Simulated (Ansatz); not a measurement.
System: hcp Ru. Method: PBE-D4 (Ansatz, a first-principles code, plane waves, PAW).

Settings: plane-wave cutoff 500 eV, 30×30×18 k mesh (along the axes of the cell as run), Fermi–Dirac smearing 0.1 eV, no spin polarisation, scalar-relativistic PAW data made under PBE.

Computed at the level's own relaxed cell.

Problem. Predict the volume per atom, lattice constant a and c axis length.

Solution. 
- volume per atom = 13.53 Å³/atom
- lattice constant a = 2.705 Å
- c axis length = 4.270 Å

Measured, for comparison: lattice constant a 2.706 Å (293 K, no zero-point or thermal correction, our sources range from 2.700 to 2.706; as tabulated in Wikipedia's data pages); lattice parameter c 4.282 Å (293 K, no zero-point or thermal correction; as tabulated in Wikipedia's data pages). Computed (rounded) less measured: lattice constant a 0.0 % (inside the range of the sources held), lattice parameter c -0.3 %.

Computing time: roughly 2.7 core-minutes.
